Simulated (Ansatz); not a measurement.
# C3H5ClO: a ladder of functionals and wavefunction methods

Aim: compute C3H5ClO with functionals from several rungs and with coupled cluster, and see how far each lands from CCSD(T) at the basis-set limit for the atomisation energy.

Method: functionals in def2-TZVPP, the program's frozen cores in correlated methods; program: Ansatz 0.2.0, Gaussian basis.

The runs, in order: PBE-D4, r2SCAN-D4, PBE0-D4, B3LYP-D4, ωB97X-V, ωB97M-V, B2PLYP; CCSD(T)/def2-TZVPP; MP2/def2-QZVPP; extrapolation to the limit.

## (1) Structure used throughout

The geometry comes from an earlier relaxation with PBE0-D4 in a triple-zeta def2 set; it is a stationary point, not always the lowest conformer.

SMILES `C/C=C(\O)Cl`, 10 atoms, charge 0, spin multiplicity 1.

Atoms are counted from 1 here; the program's logs count them from 0.

Bond lengths: C1–C2 1.490 Å, C1–H6 1.094 Å, C1–H7 1.090 Å, C1–H8 1.095 Å, C2–C3 1.325 Å, C2–H9 1.082 Å, C3–O4 1.348 Å, C3–Cl5 1.736 Å, O4–H10 0.961 Å. Angles: C2–C1–H6 110.8°, C2–C1–H7 111.5°, C2–C1–H8 111.1°, H6–C1–H7 108.3°, H6–C1–H8 107.0°, H7–C1–H8 108.0°, C1–C2–C3 123.6°, C1–C2–H9 119.2°, C3–C2–H9 117.2°, C2–C3–O4 124.1°, C2–C3–Cl5 121.9°, O4–C3–Cl5 114.0°, C3–O4–H10 109.3°.

## (2) PBE-D4 (GGA)

The input, in.yaml:

```yaml
crystal:
  periodic: [false, false, false]
  atoms:
    - {symbol: C, position_ang: [-1.202891, -0.739735, 0.107348]}
    - {symbol: C, position_ang: [-0.206670, 0.250035, 0.605575]}
    - {symbol: C, position_ang: [0.916848, 0.544108, -0.032869]}
    - {symbol: O, position_ang: [1.308363, -0.042175, -1.181896]}
    - {symbol: Cl, position_ang: [2.040131, 1.717615, 0.578662]}
    - {symbol: H, position_ang: [-2.196342, -0.287749, 0.032101]}
    - {symbol: H, position_ang: [-0.926549, -1.124175, -0.874139]}
    - {symbol: H, position_ang: [-1.289256, -1.589448, 0.791994]}
    - {symbol: H, position_ang: [-0.390790, 0.757945, 1.542964]}
    - {symbol: H, position_ang: [2.030454, 0.462580, -1.566740]}
basis:
  gaussian: {orbitals: def2-TZVPP}
hamiltonian: {xc: pbe, dispersion: d4}
output: {forces: true, orbitals: {seedname: orbitals}}
```

On the command line:

```sh
ansatz run in.yaml --threads 4 --pin off --events-out ev --progress --plain --max-ram 10444MiB
```

Further steps of the session: r2SCAN-D4 (meta-GGA); PBE0-D4 (hybrid); B3LYP-D4 (hybrid); ωB97X-V (range-separated); ωB97M-V (range-separated); B2PLYP (double hybrid); CCSD(T) in def2-TZVPP; MP2 in def2-QZVPP.

Q: Predict the results of all the runs planned. Wanted: atomisation energy, CCSD(T)/CBS; farthest; mean size of error, hybrid; mean size of error, range-separated; gap, smallest and largest; T1 diagnostic; triples share of the correlation energy.

**Answer**, as computed:

| quantity | value |
| --- | --- |
| atomisation energy, CCSD(T)/CBS | 40.899 eV |
| functionals within 0.204 eV (0.5 %) | B3LYP-D4, ωB97X-V, ωB97M-V |
| farthest | PBE-D4 (+1.418 eV) |
| mean size of error, hybrid | 0.232 eV |
| mean size of error, range-separated | 0.110 eV |
| gap, smallest and largest | 4.92 eV (PBE-D4), 11.60 eV (ωB97X-V) |
| T1 diagnostic | 0.0109 |
| triples share of the correlation energy | 4.2 % |

PBE-D4 is off by +1.418 eV. Double hybrids carry the basis error of their MP2 part in triple zeta, and no dispersion term here, so their miss is partly the set-up's. Misses under about 0.204 eV are within the doubt on the reference itself, which lacks core-valence correlation, relativity and higher excitations. Hartree-Fock recovers 71 % of the binding; the rest is correlation. Orbital gaps span 4.9 to 11.6 eV; exact exchange widens them.
